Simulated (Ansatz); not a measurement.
# SiH₃O (doublet): from Hartree-Fock to the top rungs at distance Si1–O2 = 1.792 Å, cc-pVDZ

An exercise on one series of results from a longer session: the logs are not shown, and one member is left open.

Method: cc-pVDZ, core rule «outside noble gas», up to 6 orbitals frozen; program: Ansatz 0.2.0, Gaussian basis.

To be run: UHF; CCSD(T) on ROHF; CCSD(T) on UHF; BCCD(T) on ROHF; CISD; CCSDT(Q) on ROHF; CCSDT(Q) on UHF; CASSCF and MRCISD+Q, 3 electrons in 3 orbitals; CASSCF and NEVPT2, 3 electrons in 3 orbitals.

26 further runs of the same task are left out: 1 for a mislabelled method, 1 for a known fault of the program, 20 that didn't finish, 4 set aside as unsound or not needed.

### What is computed

The geometry derives from a PBE0/def2-TZVP stationary point (not a proven minimum). One bond is set to the value named and the two fragments are kept rigid.

5 atoms, charge 0, spin multiplicity 2.

Atoms are counted from 1 here; the program's logs count them from 0.

Bond lengths: Si1–O2 1.792 Å, Si1–H3 1.493 Å, Si1–H4 1.485 Å, Si1–H5 1.485 Å. Angles: O2–Si1–H3 100.6°, O2–Si1–H4 112.5°, O2–Si1–H5 112.5°, H3–Si1–H4 110.4°, H3–Si1–H5 110.4°, H4–Si1–H5 110.2°.

Set-up of the first run:

in.yaml reads:

```yaml
crystal:
  periodic: [false, false, false]
  atoms:
    - {symbol: Si, position_ang: [0.004771, 0.000000, 0.578475]}
    - {symbol: O, position_ang: [-0.023360, 0.000002, -1.213304]}
    - {symbol: H, position_ang: [1.476980, -0.000114, 0.828881]}
    - {symbol: H, position_ang: [-0.619470, 1.217950, 1.155771]}
    - {symbol: H, position_ang: [-0.619658, -1.217854, 1.155771]}
basis:
  gaussian: {orbitals: cc-pVDZ}
magnetization: {spin_polarized: true, initial_magnetization: 1}
hamiltonian: {xc: hf}
output: {orbitals: {seedname: orbitals}}
```

On the command line:

```bash
$ ansatz run in.yaml --threads 1 --pin off --events-out ev --progress --plain --max-ram 2393MiB
```

Steps of the session up to this table: UHF; CCSD(T) on ROHF; CCSD(T) on UHF; BCCD(T) on ROHF; CISD; CCSDT(Q) on ROHF; CCSDT(Q) on UHF; CASSCF and MRCISD+Q, 3 electrons in 3 orbitals; CASSCF and NEVPT2, 3 electrons in 3 orbitals.

One table of the session follows, with a row left open; its other results are not shown here.

| method | from UCCSDT(Q) (meV) |
| --- | --- |
| ROHF | +7941.2 |
| UHF | +7834.9 |
| RMP2 | +1167.8 |
| UMP2 | +1166.8 |
| CISD | +777.3 |
| RCCSD | +186.1 |
| UCCSD | +184.3 |
| RCCSD(T) | +39.5 |
| UCCSD(T) | +39.1 |
| BCCD(T) | +38.3 |
| RCCSDT | +14.0 |
| UCCSDT | +13.3 |
| RCCSDT(Q) | ? |
| UCCSDT(Q) | 0 |
| CASSCF pair | +7388.4 |
| NEVPT2 pair | +1156.2 |
| MRCISD pair | +683.8 |
| MRCISD+Q pair | +72.5 |

Estimate the missing values for RCCSDT(Q).

**Answer.** from UCCSDT(Q) (meV): +1.8. In the column «from UCCSDT(Q) (meV)» it lies between UCCSDT(Q) (0) and UCCSDT (+13.3).

Limits of these values: Restricted and unrestricted rows rest on different reference determinants; where their highest levels disagree by more than a few hundredths of an eV, they describe different states and don't form one ladder.
